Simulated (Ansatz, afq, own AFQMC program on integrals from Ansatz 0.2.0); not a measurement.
AFQMC on a folder of integrals that Ansatz 0.2.0 wrote.

```yaml
crystal:
  periodic: [false, false, false]
  atoms:
    - {symbol: Si, position_ang: [0.000000, 0.000000, 0.526689]}
    - {symbol: C, position_ang: [0.000000, 0.000000, -1.481053]}
    - {symbol: H, position_ang: [0.000000, 1.337375, 1.486273]}
    - {symbol: H, position_ang: [0.000000, -1.337375, 1.486273]}
basis:
  gaussian: {orbitals: cc-pVDZ}
magnetization: {spin_polarized: true, initial_magnetization: 2}
correlation: {method: ccsd_t, electrons: outside_noble_gas, hamiltonian_folder: ham}
```

```sh
$ ansatz run in.yaml --threads 1 --pin off --events-out ev --progress --plain --max-ram 1382MiB
```

Options of the walk:

```
--method phaseless --trial cisd --walkers 60 --populations 1 --least-time 40 --time-step 0.005 --steps-per-block 50 --equilibration-blocks 28 --max-blocks 300 --target-error 0.00038 --factor-cut 1e-05 --start spin_pure --seed 470 --release-times 0.24,0.51,0.99,1.62,2.4 --release-step 0.03 --release-every 4 --taylor-order 6
```

Times are imaginary, in 1/Eh. The walk had a cap of 1086 s.

afq prints:

```
orbitals 36  electrons 6 4  factors 260 of 404
reference energy -327.73944011 Eh
CCSD correlation -0.21845719 Eh in 13 cycles, weight of the determinant in the CISD state 0.8541
energy of the start -327.957159 Eh
 block  time / (1/Eh)  mean weight  energy / Eh
     1     0.250  0.9986  -327.954281
     2     0.500  1.0017  -327.955671
     3     0.750  0.9982  -327.957431
     4     1.000  0.9983  -327.959591
     5     1.250  1.0001  -327.963147
     9     2.250  0.9996  -327.976438
    33     8.250  0.9990  -327.974441
    65    16.250  1.0004  -327.966255
    97    24.250  0.9973  -327.967323
   113    28.250  1.0002  -327.961002
   129    32.250  0.9997  -327.963709
   145    36.250  1.0002  -327.975785
   161    40.250  0.9990  -327.966654
   193    48.250  1.0013  -327.964148
   225    56.250  0.9997  -327.968712
   257    64.250  0.9987  -327.964769
   289    72.250  0.9986  -327.971369
   321    80.250  0.9984  -327.971937
blocks merged  error / Eh  count
     1  0.000268  300
     2  0.000336  150
     4  0.000408  75
     8  0.000472  37
    16  0.000565  18
    32  0.000544  9
released: time / (1/Eh)  energy / Eh  error  mean overlap
  0.24  -327.967319  0.000585  1.0118
  0.51  -327.968195  0.000541  1.0025
  0.99  -327.969327  0.000699  0.9910
  1.62  -327.969886  0.000685  0.9845
  2.40  -327.968831  0.000677  0.9824
energy -327.967764 +/- 0.000565 Eh
(rows thinned)
```

The run passed its tests (sampling time, drift between the halves within three errors, error under three times the target), which doesn't prove that it has relaxed.

Against this walk (error 15.4 meV) on the same determinant: CCSD(T) 24.0 meV higher (within the noise), CCSDT(Q) 55.8 meV lower. The error is statistical and leaves out the bias of the constraint. Released to 2.40 1/Eh the energy moves by -29 ± 24 meV (both errors), within twice the noise. CCSDT(Q) is the surest value here, so the walk's 56 meV above it is most likely the bias of the constraint with this trial, which can have either sign.

Cautions: constraint bias not in the error; error above the target (15.4 against 10.3 meV); lower spins were not checked; an unrestricted solution with more broken spin lies lower (189 meV, ⟨S²⟩ 2.84).

The walk took 8 min on 1 thread of Intel(R) Xeon(R) Platinum 8259CL CPU @ 2.50GHz (Skylake/Cascade Lake) (shared host). The log's last line is the phaseless energy.

CCSDT and higher add their correlation energy to the determinant of the CCSD(T) run, since their own runs factorise the integrals more tightly (a shift of under 2 meV). A walk keeps the symmetry of its determinant, which the program's search chose and which needn't be the lowest solution, so a lower state of the same spin and another symmetry isn't excluded.
